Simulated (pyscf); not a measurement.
Cl–SiH•–Cl + H₂O → HO–SiH(Cl)–Cl + H•, a substitution at O (doublet surface; H–O broken, O–Si formed). Optimised with ωB97X-D3(BJ)/def2-SVP in PySCF. Energies in kcal/mol from the separated reactants.

Small-basis levels: PySCF, no dispersion term, spherical d functions. GFN2-xTB: tblite. Open shells are spin-unrestricted. 

| level | barrier | reaction energy |
|---|---|---|
| HF/6-31G* | ___ | -15.4 |
| MP2/6-31G* | 21.7 | -20.6 |
| PBE/6-31G* | 9.0 | -9.1 |
| B3LYP/STO-3G | ___ | +5.2 |
| B3LYP/6-31G* | 15.4 | -8.0 |
| B3LYP/6-311+G** | 20.1 | +1.0 |
| GFN2-xTB | 22.5 | -23.6 |
| ωB97M-D3(BJ)/def2-TZVP | ___ | -11.0 |

Question: Some entries are withheld; supply them.

Answer: 
- HF/6-31G*, barrier: 40.0
- B3LYP/STO-3G, barrier: 1.2
- ωB97M-D3(BJ)/def2-TZVP, barrier: 19.7

Against the last row the barrier runs from -18.5 (B3LYP/STO-3G) to +20.3 kcal/mol (HF/6-31G*). At B3LYP/STO-3G this geometry lies under one side, so the entry may be no barrier of that level: it is a single point on another level's saddle. ωB97M-D3(BJ)/def2-TZVP has limits of its own. On the reactant side the descent ends in a complex (not fully relaxed), 5.1 kcal/mol under the separated species and 28.2 kcal/mol under the saddle at ωB97X-D3(BJ)/def2-TZVP. At ωB97X-D3(BJ) the barrier from the zero used here is 23.1 kcal/mol. This is the saddle that the search found; another between the same sides may lie lower. The angle at the attacked O is 142°.
